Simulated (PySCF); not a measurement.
One molecule, a ladder of functionals, a line

Molecule: `FCC(F)F`, C$_{2}$H$_{3}$F$_{3}$.

Atom-mapped SMILES (the numbers label the heavy atoms): `[F:1][CH2:2][CH:3]([F:4])[F:5]`. Hydrogens are named by the atom that carries them.

GIAO shieldings (ppm, equivalent atoms averaged) in PySCF 2.14.0 with density-fitted response routines on the PBE0-D3(BJ)/def2-SVP geometry, basis pcSseg-2, gas phase, non-relativistic:

```csv
functional,exact exchange (%),σ(F4/F5),σ(F1),σ(C3),σ(C2)
BLYP,0,300.4,420.0,49.3,85.7
BP86,0,304.0,424.1,54.6,91.2
PBE,0,302.1,423.1,54.4,91.0
B3LYP,20,315.0,431.1,57.5,92.4
PBE0,25,319.9,435.9,64.1,98.8
mPW1PW91,25,320.8,435.6,63.6,98.3
HF,100,357.7,460.3,86.5,114.6
```

Problem. Fit each shielding as a line in the percentage of exact exchange.

Solution. σ(F4/F5) = 303.6 + 0.56 x (rms 2.1 ppm); σ(F1) = 423.7 + 0.38 x (rms 2.0 ppm); σ(C3) = 53.2 + 0.34 x (rms 2.2 ppm); σ(C2) = 89.8 + 0.25 x (rms 2.3 ppm). The functionals also differ in their semilocal parts, which the line can't hold; Hartree–Fock has no correlation at all.

Problem. What does the line predict for BHandHLYP (50 %), and what does the run give?

Solution. σ(F4/F5): 331.6 predicted, 332.8 computed; σ(F1): 442.7 predicted, 444.1 computed; σ(C3): 70.2 predicted, 68.7 computed; σ(C2): 102.3 predicted, 101.1 computed ppm.
